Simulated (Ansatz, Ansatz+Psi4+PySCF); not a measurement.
```xyz
12

H     2.1286    0.8846    0.1569
C     1.5544    0.0000   -0.1366
C     0.1811   -0.0002    0.4982
C    -0.9572    0.7559   -0.1399
C    -0.9572   -0.7557   -0.1401
H     1.4809    0.0006   -1.2285
H     2.1286   -0.8848    0.1562
H     0.1885   -0.0002    1.5845
H    -1.6644    1.2692    0.5009
H    -0.7618    1.2605   -1.0798
H    -1.6642   -1.2692    0.5009
H    -0.7625   -1.2604   -1.0801
```

Basis set: cc-pVTZ (spherical functions). Frozen core: 4 orbitals. Charge 0, multiplicity 1.

Computed with Ansatz (development build ahead of 0.2.0); each method stands on the lowest determinant of its kind that the runs found. Restricted open shells among the atoms or ions are ROHF, correlated in semicanonical orbitals with singles.

The atomization energy at this shape (free ground-state atoms in the same class of orbitals less the molecule, no zero-point energy) of singlet C₄H₈:

```json
{"method": "RHF", "atomization energy": "38.24 eV"}
```

Q: What does RHF-MP2 give?

A: 49.27 eV.
